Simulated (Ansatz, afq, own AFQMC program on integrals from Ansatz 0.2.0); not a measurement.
AFQMC on a folder of integrals that Ansatz 0.2.0 wrote.

```yaml
crystal:
  periodic: [false, false, false]
  atoms:
    - {symbol: Si, position_ang: [-0.049450, 0.000000, 1.015649]}
    - {symbol: Al, position_ang: [0.026755, 0.000000, -1.185953]}
    - {symbol: H, position_ang: [0.330835, -1.044282, 1.723228]}
    - {symbol: H, position_ang: [0.330835, 1.044282, 1.723228]}
basis:
  gaussian: {orbitals: cc-pVDZ}
magnetization: {spin_polarized: true, initial_magnetization: 1}
correlation: {method: ccsd_t, electrons: outside_noble_gas, hamiltonian_folder: ham}
```

```sh
$ ansatz run in.yaml --threads 1 --pin off --events-out ev --progress --plain --max-ram 1382MiB
```

Options of the walk:

```
--method phaseless --trial hf --walkers 120 --populations 1 --least-time 40 --time-step 0.005 --steps-per-block 20 --equilibration-blocks 112 --max-blocks 600 --target-error 0.00108 --factor-cut 1e-05 --start spin_pure --seed 4128 --taylor-order 6
```

Times are imaginary, in 1/Eh. The walk had a cap of 1011 s.

Log:

```
orbitals 36  electrons 5 4  factors 273 of 451
reference energy -531.90470508 Eh
CCSD correlation -0.16628925 Eh in 18 cycles, weight of the determinant in the CISD state 0.8181
energy of the start -531.908100 Eh
 block  time / (1/Eh)  mean weight  energy / Eh
     1     0.100  1.0011  -531.930724
     2     0.200  1.0008  -531.951955
     3     0.300  0.9998  -531.971026
     4     0.400  1.0015  -531.984921
     5     0.500  1.0015  -531.999513
     8     0.800  1.0002  -532.017297
    15     1.500  1.0022  -532.055971
    57     5.700  0.9998  -532.068683
    99     9.900  1.0004  -532.110239
   141    14.100  1.0007  -532.081769
   183    18.300  0.9991  -532.081245
   225    22.500  0.9994  -532.069389
   267    26.700  0.9976  -532.080628
   309    30.900  1.0012  -532.075718
   351    35.100  1.0001  -532.071675
   393    39.300  0.9988  -532.075952
   435    43.500  1.0003  -532.072161
   463    46.300  0.9994  -532.058971
   477    47.700  1.0006  -532.091419
   519    51.900  0.9992  -532.069252
   561    56.100  1.0007  -532.074611
blocks merged  error / Eh  count
     1  0.000421  450
     2  0.000563  225
     4  0.000707  112
     8  0.000896  56
    16  0.001069  28
    32  0.001404  14
energy -532.075026 +/- 0.001069 Eh
(rows thinned)
```

The run passed its tests (sampling time, drift between the halves within three errors, error under three times the target), which doesn't prove that it has relaxed.

Against this walk (error 29.1 meV) on the same determinant: CCSD(T) 25.4 meV lower (within the noise), CCSDT(Q) 74.6 meV lower. The error is statistical and leaves out the bias of the constraint. The determinant has ⟨S²⟩ = 1.02, so the low cluster orders mix in higher spin (the high orders can go on to a lower state of that spin), while the walk starts as a pure doublet. None of these is a sure reference here.

Cautions: constraint bias not in the error; higher spins were not checked; strong correlation (T1 0.055, weight of the determinant 0.82, largest double 0.09); unrestricted determinant spin contaminated (⟨S²⟩ 1.02 against 0.75); the bias of populations of 120 walkers isn't removed.

The walk took 5.9 min on 1 thread of Intel(R) Xeon(R) Processor @ 2.50GHz (Skylake/Cascade Lake), with other jobs on the host. The log's last line is the phaseless energy.

CCSDT and higher add their correlation energy to the determinant of the CCSD(T) run, since their own runs factorise the integrals more tightly (a shift of under 2 meV). A walk keeps the symmetry of its determinant, which the program's search chose and which needn't be the lowest solution, so a lower state of the same spin and another symmetry isn't excluded.
